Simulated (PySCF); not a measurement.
# Solvent effects on NMR parameters

Molfile (atoms numbered from 1):
```
C5H12O
     RDKit          3D

 18 17  0  0  0  0  0  0  0  0999 V2000
    2.0900   -0.0023    0.3835 C   0  0  0  0  0  0  0  0  0  0  0  0
    0.9010   -0.6134   -0.3405 C   0  0  0  0  0  0  0  0  0  0  0  0
   -0.4651   -0.2691    0.2572 C   0  0  2  0  0  0  0  0  0  0  0  0
   -1.5785   -1.0252   -0.4612 C   0  0  0  0  0  0  0  0  0  0  0  0
   -0.7346    1.2366    0.2580 C   0  0  0  0  0  0  0  0  0  0  0  0
   -0.6414    1.8240   -1.0136 O   0  0  0  0  0  0  0  0  0  0  0  0
    2.0845   -0.2575    1.4560 H   0  0  0  0  0  0  0  0  0  0  0  0
    3.0393   -0.3662   -0.0377 H   0  0  0  0  0  0  0  0  0  0  0  0
    2.0979    1.0950    0.2997 H   0  0  0  0  0  0  0  0  0  0  0  0
    0.9077   -0.2867   -1.3942 H   0  0  0  0  0  0  0  0  0  0  0  0
    1.0045   -1.7119   -0.3577 H   0  0  0  0  0  0  0  0  0  0  0  0
   -0.4690   -0.5836    1.3182 H   0  0  0  0  0  0  0  0  0  0  0  0
   -1.4162   -2.1129   -0.4197 H   0  0  0  0  0  0  0  0  0  0  0  0
   -2.5652   -0.8151   -0.0185 H   0  0  0  0  0  0  0  0  0  0  0  0
   -1.6215   -0.7544   -1.5304 H   0  0  0  0  0  0  0  0  0  0  0  0
    0.0075    1.7512    0.8874 H   0  0  0  0  0  0  0  0  0  0  0  0
   -1.7242    1.4261    0.7224 H   0  0  0  0  0  0  0  0  0  0  0  0
   -1.3149    1.4278   -1.5756 H   0  0  0  0  0  0  0  0  0  0  0  0
  1  2  1  0
  2  3  1  0
  3  4  1  0
  3  5  1  0
  5  6  1  0
  1  7  1  0
  1  8  1  0
  1  9  1  0
  2 10  1  0
  2 11  1  0
  3 12  1  1
  4 13  1  0
  4 14  1  0
  4 15  1  0
  5 16  1  0
  5 17  1  0
  6 18  1  0
M  END
```

GIAO PBE0/pcSseg-1 in PySCF on one PBE0-D3(BJ)/def2-SVP conformer, non-relativistic, equivalent nuclei averaged. Solvents enter as an IEF-PCM continuum (dichloromethane with ε = 8.9, acetonitrile with ε = 35.7) around the gas-phase geometry. Shifts are referred to TMS computed in the same medium.

Gas phase, δ in ppm: C5 64.7, C3 38.3, C2 26.6, C4 19.6, C1 13.5, H16 3.79, H17 3.37, H10 1.52, H7/H8/H9 0.99, H11 0.96, H12 0.91, H13/H14/H15 0.88, H18 -0.17. Dipole moment 1.61 D.

Question: How does each δ change in the continuum?

Answer: 
```
      atoms                         environment  Δδ, dichloromethane  Δδ, acetonitrile
         C5                 sp3 CH2 bonded to O                 +0.6              +0.7
         C3                              sp3 CH                 +0.7              +0.8
         C2                             sp3 CH2                 +0.6              +0.7
         C4                       methyl carbon                 +0.2              +0.2
         C1                       methyl carbon                 +0.3              +0.4
        H16  hydrogen on an sp3 CH2 bonded to O                 0.00             -0.01
        H17  hydrogen on an sp3 CH2 bonded to O                +0.10             +0.12
        H10              hydrogen on an sp3 CH2                -0.13             -0.15
   H7/H8/H9         hydrogen on a methyl carbon                -0.02             -0.03
        H11              hydrogen on an sp3 CH2                +0.06             +0.07
        H12               hydrogen on an sp3 CH                +0.08             +0.10
H13/H14/H15         hydrogen on a methyl carbon                +0.05             +0.06
        H18       hydrogen on an alcohol oxygen                +0.71             +0.83
```

Changes are relative to the gas phase. The dipole moment becomes 1.98 D in dichloromethane, 2.05 D in acetonitrile.

Question: Which nuclei move most (in ppm), and what does the model miss?

Answer: C3 (sp3 CH, +0.8 ppm) and H18 (hydrogen on an alcohol oxygen, +0.83 ppm) in acetonitrile. A continuum only polarises the solute; specific hydrogen bonds, the anisotropy of aromatic solvents and changes of geometry or conformer are outside it.
